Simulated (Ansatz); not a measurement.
# Si₂H₇ (doublet): from Hartree-Fock to the top rungs at distance Si1–H5 along a hydrogen transfer = 1.538 Å, cc-pVDZ

Aim: climb from Hartree-Fock through coupled cluster and multireference methods for Si₂H₇ (doublet) at one geometry and basis, and see what each rung misses.

Computed with Ansatz 0.2.0, Gaussian basis. Level: cc-pVDZ, core rule «outside noble gas», up to 10 orbitals frozen.

The runs, in order: UHF; CCSD(T) on ROHF; CCSD(T) on UHF; BCCD(T) on ROHF; CISD; CCSDT(Q) on ROHF; CCSDT(Q) on UHF; CASSCF and MRCISD+Q, 3 electrons in 3 orbitals; CASSCF and NEVPT2, 3 electrons in 3 orbitals; CASSCF and MRCISD+Q, 9 electrons in 9 orbitals; CASSCF and NEVPT2, 9 electrons in 9 orbitals.

## 1. The geometry

The geometry derives from fragments relaxed apart (PBE0/def2-TZVP) and kept rigid, so it is no stationary point. A hydrogen atom is moved between rigid fragments.

9 atoms, charge 0, spin multiplicity 2.

Atoms are counted from 1 here; the program's logs count them from 0.

Bond lengths: Si1–H2 1.485 Å, Si1–H3 1.485 Å, Si1–H4 1.485 Å, Si1–H5 1.538 Å, Si6–H7 1.486 Å, Si6–H8 1.486 Å, Si6–H9 1.486 Å. Angles: H2–Si1–H3 109.5°, H2–Si1–H4 109.5°, H2–Si1–H5 109.5°, H3–Si1–H4 109.5°, H3–Si1–H5 109.5°, H4–Si1–H5 109.5°, H7–Si6–H8 111.3°, H7–Si6–H9 111.3°, H8–Si6–H9 111.3°.

Geometry (Å):

```
Si   -1.64361    0.00000    0.00000
H    -2.13848    1.39971    0.00000
H    -2.13848   -0.69985    1.21218
H    -2.13848   -0.69985   -1.21218
H    -0.10561    0.00000    0.00000
Si    1.65139    0.00000    0.00000
H     2.10137   -1.41625    0.00000
H     2.10137    0.70813   -1.22651
H     2.10137    0.70813    1.22651
```

## 2. UHF

in.yaml reads:

```yaml
crystal:
  periodic: [false, false, false]
  atoms:
    - {symbol: Si, position_ang: [-1.643607, 0.000000, 0.000000]}
    - {symbol: H, position_ang: [-2.138479, 1.399708, 0.000000]}
    - {symbol: H, position_ang: [-2.138478, -0.699854, 1.212183]}
    - {symbol: H, position_ang: [-2.138479, -0.699854, -1.212182]}
    - {symbol: H, position_ang: [-0.105607, 0.000000, 0.000000]}
    - {symbol: Si, position_ang: [1.651393, 0.000000, 0.000000]}
    - {symbol: H, position_ang: [2.101367, -1.416253, 0.000000]}
    - {symbol: H, position_ang: [2.101366, 0.708127, -1.226512]}
    - {symbol: H, position_ang: [2.101367, 0.708127, 1.226511]}
basis:
  gaussian: {orbitals: cc-pVDZ}
magnetization: {spin_polarized: true, initial_magnetization: 1}
hamiltonian: {xc: hf}
output: {orbitals: {seedname: orbitals}}
```

On the command line:

```bash
ansatz run in.yaml --threads 1 --pin off --events-out ev --progress --plain --max-ram 2816MiB --backend cpu
```

After this run come: CCSD(T) on ROHF; CCSD(T) on UHF; BCCD(T) on ROHF; CISD; CCSDT(Q) on ROHF; CCSDT(Q) on UHF; CASSCF and MRCISD+Q, 3 electrons in 3 orbitals; CASSCF and NEVPT2, 3 electrons in 3 orbitals; CASSCF and MRCISD+Q, 9 electrons in 9 orbitals; CASSCF and NEVPT2, 9 electrons in 9 orbitals.

**Question.** What will the summary of the whole plan be? Wanted: UCCSDT(Q) below the RHF energy; RMP2 from UCCSDT(Q); UMP2 from UCCSDT(Q); RCCSD from UCCSDT(Q); RCCSD(T) from UCCSDT(Q); UCCSD(T) from UCCSDT(Q); RCCSDT(Q) from UCCSDT(Q); NEVPT2 frontier from UCCSDT(Q); MRCISD+Q frontier from UCCSDT(Q).

As calculated:

| quantity | value |
| --- | --- |
| UCCSDT(Q) below the RHF energy | -7.9944 eV |
| RMP2 from UCCSDT(Q) | +40.27 kcal/mol |
| UMP2 from UCCSDT(Q) | +40.67 kcal/mol |
| RCCSD from UCCSDT(Q) | +4.83 kcal/mol |
| RCCSD(T) from UCCSDT(Q) | +0.96 kcal/mol |
| UCCSD(T) from UCCSDT(Q) | +0.98 kcal/mol |
| RCCSDT(Q) from UCCSDT(Q) | +0.01 kcal/mol |
| NEVPT2 frontier from UCCSDT(Q) | +39.32 kcal/mol |
| MRCISD+Q frontier from UCCSDT(Q) | +1.69 kcal/mol |
| levels within 1 kcal/mol (43 meV) | RCCSD(T), UCCSD(T), BCCD(T), RCCSDT, UCCSDT, RCCSDT(Q) |
| T1 diagnostic | 0.016 |

RCCSD(T) lands +0.96 kcal/mol from the yardstick (0.5 % of the correlation energy). Of the multireference levels listed MRCISD+Q frontier comes nearest in total energy (+1.69 kcal/mol), which doesn't show that its space is the better one. These misses are within one basis, not against nature; the frozen cores of restricted and unrestricted runs differ, which can shift their rows.
